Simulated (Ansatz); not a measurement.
```yaml
atoms:
  - { symbol: C, position_ang: [1.2164, 0.0000, 0.0000] }
  - { symbol: C, position_ang: [0.3759, 1.1569, 0.0000] }
  - { symbol: C, position_ang: [-0.9841, 0.7150, 0.0000] }
  - { symbol: C, position_ang: [-0.9841, -0.7150, 0.0000] }
  - { symbol: C, position_ang: [0.3759, -1.1569, 0.0000] }
  - { symbol: O, position_ang: [2.4664, 0.0000, 0.0000] }
  - { symbol: H, position_ang: [0.7112, 2.1888, 0.0000] }
  - { symbol: H, position_ang: [-1.8619, 1.3527, 0.0000] }
  - { symbol: H, position_ang: [-1.8619, -1.3527, 0.0000] }
  - { symbol: H, position_ang: [0.7112, -2.1888, 0.0000] }
```

Basis set: def2-TZVP. Charge 0. Computed with Ansatz (development build ahead of 0.2.0); the lowest solution found for each multiplicity.

(1) How do the multiplicities compare at this shape? Give, from the lowest of each method, PBE0 (unrestricted) for 1, 3; PBE0 (restricted) for 1, 3; HF (unrestricted) for 1, 3; HF (restricted) for 1, 3.

## Answers

(1)

```json
{"method": "PBE0, unrestricted", "multiplicity": "1", "E (eV)": "0.000", "<S²>": "0.36"}
{"method": "PBE0, unrestricted", "multiplicity": "3", "E (eV)": "0.657", "<S²>": "2.02"}
{"method": "PBE0, restricted", "multiplicity": "1", "E (eV)": "0.000", "<S²>": "0.00"}
{"method": "PBE0, restricted", "multiplicity": "3", "E (eV)": "0.742", "<S²>": "2.00"}
{"method": "HF, unrestricted", "multiplicity": "1", "E (eV)": "0.000", "<S²>": "1.02"}
{"method": "HF, unrestricted", "multiplicity": "3", "E (eV)": "0.578", "<S²>": "2.21"}
{"method": "HF, restricted", "multiplicity": "1", "E (eV)": "0.000", "<S²>": "0.00"}
{"method": "HF, restricted", "multiplicity": "3", "E (eV)": "0.320", "<S²>": "2.00"}
```

Caution for PBE0, unrestricted, HF, unrestricted: the unrestricted determinant is spin contaminated. Caution for HF, unrestricted: the unrestricted determinant is a mixture of spin states. Caution for HF, restricted: an unrestricted determinant lies well below.
